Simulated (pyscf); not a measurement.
A first-order saddle from PySCF, ωB97X-D3(BJ)/def2-SVP:

```xyz
12

Si    -0.4669     0.0797     0.0787
Cl    -0.0380    -1.7223     1.0600
N      0.8382     0.2593    -1.0216
N     -1.9209     0.1077    -0.8237
H     -0.6791     1.0815     1.3137
H      0.8721     1.0544    -1.6509
H      1.7616    -0.0852    -0.7833
H     -2.0147    -0.4375    -1.6748
H     -2.8155     0.2969    -0.3869
N     -1.0938     1.4180     2.6754
H     -2.0719     1.1002     2.5881
H     -0.6400     0.5957     3.1022
```
Charge 0, spin multiplicity 2.

Surface: doublet, charge 0. Lowest wavenumbers (cm⁻¹): 1083i, 55, 78, 100, 200.

### Question
What reaction is this the transition state of?

### Answer
H₂N–SiH(NH₂)–Cl + NH₂• <-> H₂N–Si•(NH₂)–Cl + NH₃, a hydrogen abstraction read from left to right: H–Si broken and H–N formed. At ωB97M-D3(BJ)/def2-TZVP it lies +5.0 kcal/mol from the left side and +19.7 kcal/mol from the right (each side as separated species at their lowest minima found). On the reactant side the descent ends in a complex (not fully relaxed), 5.1 kcal/mol under the separated species and 9.4 kcal/mol under the saddle at ωB97X-D3(BJ)/def2-TZVP. One saddle was located; it need not be the lowest between these sides. The angle at the transferred H is 154°.
